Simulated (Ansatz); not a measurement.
Basis-set extrapolation for `C/C=C/C(C)C` (PBE0-D4/def2-TZVP geometry, frozen core, the Gaussian-basis code of Ansatz). Multiplicity 1, RHF reference.

```csv
,def2-TZVPP,def2-QZVPP
HF,-234.269363,-234.280321
MP2 correlation,-1.032968,-1.096941
CCSD(T) correlation,-1.141172,not run
```

Energies in hartree. Use E(X) = E(∞) + A·exp(−7.88·√X) for Hartree–Fock and E(X) = E(∞) + B·X^(−2.97) for correlation, with X = 3 and 4, and add CCSD(T) minus MP2 of the smaller set to the MP2 limit.

**Question.** What is the CCSD(T) energy at the basis-set limit?

**Answer.** HF limit: -234.280321 + (-0.010958) × 0.13774 = -234.28183. MP2 limit: -1.096941 + (-0.063973) × 0.74074 = -1.14433. Higher-order term: -1.141172 − (-1.032968) = -0.10820. Total: -235.53436 hartree, 3.37 eV below CCSD(T)/def2-TZVPP.
